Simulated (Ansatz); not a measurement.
# Diborane 1,2-di F (B2H4F2): trial inputs and their diagnosis

Aim: try 2 inputs for diborane 1,2-di F (B2H4F2) as typed, read how each ends, and find what has to change.

The runs use Ansatz 0.2.0, Gaussian basis; the settings change from run to run.

**1. The relaxed structure**

The geometry comes from an earlier relaxation with B3LYP-D4 in a triple-zeta def2 set; it is a stationary point, not always the lowest conformer.

8 atoms, charge 0, spin multiplicity 1.

Atoms are counted from 1 here; the program's logs count them from 0.

Bond lengths: B1–F2 1.342 Å, B1–H3 1.189 Å, B1–H4 1.335 Å, B1–B5 1.800 Å, B1–H8 1.334 Å, H4–B5 1.334 Å, B5–F6 1.342 Å, B5–H7 1.189 Å, B5–H8 1.335 Å. Angles: F2–B1–H3 121.7°, F2–B1–H4 112.1°, F2–B1–B5 119.4°, F2–B1–H8 112.1°, H3–B1–H4 106.2°, H3–B1–B5 118.9°, H3–B1–H8 106.3°, H4–B1–B5 47.6°, H4–B1–H8 94.9°, B5–B1–H8 47.6°, B1–H4–B5 84.8°, B1–B5–H4 47.6°, B1–B5–F6 119.4°, B1–B5–H7 118.9°, B1–B5–H8 47.6°, H4–B5–F6 112.1°, H4–B5–H7 106.3°, H4–B5–H8 94.9° and more.

**2. Try 1**

The input, in.yaml:

```yaml
crystal:
  periodic: [false, false, false]
  atoms:
    - {symbol: B, position_ang: [0.763448, 0.156234, 0.330271]}
    - {symbol: F, position_ang: [1.256963, -1.256203, 0.629015]}
    - {symbol: H, position_ang: [1.297096, 1.346212, 0.460590]}
    - {symbol: H, position_ang: [-0.265418, 0.585981, 0.832819]}
    - {symbol: B, position_ang: [-1.048970, 0.029771, -0.323620]}
    - {symbol: F, position_ang: [-1.542550, -1.416243, -0.169558]}
    - {symbol: H, position_ang: [-1.531330, 1.022747, -0.705789]}
    - {symbol: H, position_ang: [0.237814, -0.221146, -0.765553]}
basis:
  gaussian: {orbitals: def2-SVPD, final_grid: {core_spheres: 8, valence_spheres: 7, degree: 23}}
hamiltonian: {xc: {name: HF}}
correlation: {method: mp2, frozen_orbitals: {B: 0}}
```

On the command line:

```console
$ ansatz run in.yaml --threads 4 --pin off --events-out ev --progress --plain --max-ram 3916MiB
```

What it wrote:

```text
Functional definition: HF
  name "HF"
  cite "Fock, Z. Phys. 61, 126 (1930) doi:10.1007/BF01340294"
  parent pbe
  exchange = exact_x
  correlation = 0
Error: "frozen_orbitals" has no count for F
```

Wall time 0.05 s (4 threads of Arm Neoverse V1, shared host).

Diagnosis: Refused before any calculation. Frozen orbitals are typed for one element alone, and the program wants a count for each. Its coordinates are also moved off the relaxed structure (shortest distance 1.17 Å, against 1.19 Å), and have to be restored too. Cure: leave frozen_orbitals out, or give every element a count that its core really has.

**3. Try 2**

The input, in.yaml:

```yaml
crystal:
  periodic: [false, false, false]
  atoms:
    - {symbol: B, position_ang: [0.863696, 0.115105, 0.225390]}
    - {symbol: F, position_ang: [1.524118, -0.915323, 0.774974]}
    - {symbol: H, position_ang: [1.389949, 1.163267, 0.033123]}
    - {symbol: H, position_ang: [-0.275876, 0.381559, 0.866792]}
    - {symbol: B, position_ang: [-0.864419, -0.087562, -0.234821]}
    - {symbol: F, position_ang: [-1.468754, -1.266340, -0.022144]}
    - {symbol: H, position_ang: [-1.440534, 0.831064, -0.721417]}
    - {symbol: H, position_ang: [0.271819, -0.221761, -0.921898]}
basis:
  gaussian: {orbitals: "6-31G*"}
hamiltonian: {xc: {name: HF}}
correlation: {active_space: {window: {electrons: 6, orbitals: 2}}}
output: {forces: true}
```

Launched as before.

What it wrote:

```text
Functional definition: HF
  name "HF"
  cite "Fock, Z. Phys. 61, 126 (1930) doi:10.1007/BF01340294"
  parent pbe
  exchange = exact_x
  correlation = 0
661 factors; integrals over basis functions are off by at most 7.0e-4 eV
mean field evaluation 1: about -6817.8249 eV, gradient 3.3e1 eV
mean field evaluation 2: about -6817.8321 eV, gradient 3.3e1 eV
mean field evaluation 4: about -6820.2321 eV, gradient 3.0e0 eV
mean field evaluation 8: about -6820.2607 eV, gradient 8.4e-2 eV
mean field -6820.26072781 eV, -250.6399588081 hartree, gradient 2.9e-6 eV, S^2 0.000000; 0 other end points of the search recorded, 0 dependent functions left out
reference -6820.26072781 eV, -250.6399588081 hartree; 16, 16 occupied and 52, 52 virtual orbitals, 661 factors
Error: 6 electrons in 2 orbitals form no window around the highest filled level of the reference
```

It took 0.2 s on 4 threads of Arm Neoverse V1, shared host.

Diagnosis: The run stopped with an error. The active space doesn't fit the electrons. Fix: choose a window whose electrons and orbitals fit the reference.

**4. How the tries ended**

```tsv
try	level	ended	cause	time
1	MP2/def2-SVPD	refused	frozen orbitals are typed for one element alone, and the program wants a count for each	0.05 s
2	HF/6-31G*	stopped by an error	the active space doesn't fit the electrons	0.2 s
```

1 refused, 1 stopped by an error. A refusal costs next to no computing time.
